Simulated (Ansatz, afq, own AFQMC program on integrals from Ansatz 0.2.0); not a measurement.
AlSi$_{2}$NH$_{8}$, singlet → AlSi2NH8⁺, doublet

```xyz
12

Al   -0.9097    1.7242   -0.2600
N    -0.0708    0.1413   -0.0189
Si   -0.1491   -0.7080    1.5190
Si    0.8535   -0.6065   -1.3147
H    -0.8000    2.4156   -1.6816
H    -1.7105    2.3365    0.9627
H     1.2161   -0.8757    2.1096
H    -0.7368   -2.0738    1.3448
H    -0.9989    0.0715    2.4668
H     0.8393    0.2907   -2.5077
H     0.2729   -1.9331   -1.6940
H     2.2708   -0.8381   -0.8920
```

E(doublet, charge +1) − E(singlet, charge +0) at this geometry, on RHF and UHF determinants.

Basis def2-TZVP. Noble-gas cores (and the filled d shells of Ga–Kr and In–Xe) are frozen. Ansatz 0.2.0 and our own AFQMC program on the same integrals; the CISD trial comes from CCSD amplitudes, and released means the phaseless constraint is let go. Error bars are statistical, one sigma. The errors of all members are added in quadrature.

No full CI on the walks' own integrals is used here. The released AFQMC energy serves as the reference, which it does only where one determinant dominates, the energy is flat over the last release times and near the phaseless one (40 meV or 2 meV an electron, half that with transition metals). On small molecules, where full CI could be run and the noise was under 10 meV, such values lay within 10 meV of it in 19 cases of 20, a flattering rate, since the rule was set on those same cases; what remains of the bias isn't in the error bar. Each member takes its own surest rung, up to full CI.

Errors are counted within def2-TZVP, not against nature.

Cautions: AlSi₂NH₈ (singlet): the released value is read at 0.90 1/Eh with a noise of 20 meV, more than in the cases checked (meV from the phaseless value at times in 1/Eh: -11 ± 14 at 0.21, 1 ± 14 at 0.42, -2 ± 13 at 0.63, -4 ± 20 at 0.90); AlSi₂NH₈⁺ (doublet): the released value is read at 0.63 1/Eh with a noise of 27 meV, more than in the cases checked, later times being too noisy (meV from the phaseless value at times in 1/Eh: -16 ± 24 at 0.21, -29 ± 23 at 0.42, -19 ± 27 at 0.63, -10 ± 36 at 0.90).

Reference (AFQMC with the constraint released): 9.886 ± 0.034 eV.

| level | vertical ionization energy (eV) | error against released AFQMC (eV) |
| --- | --- | --- |
| HF | 8.699 | -1.187 ± 0.034 |
| MP2 | 10.269 | 0.383 ± 0.034 |
| CCSD | 9.821 | -0.065 ± 0.034 |
| CCSD(T) | 9.898 | 0.013 ± 0.034 |
| ph-AFQMC/CISD | 9.900 ± 0.021 | 0.015 ± 0.039 |

Correlation beyond CCSD(T) changes it by less than twice the noise. The perturbative (T) step is worth +0.078 eV.

Released energies are given only where the last usable release times agree within the noise; a slower fall can still hide under it.
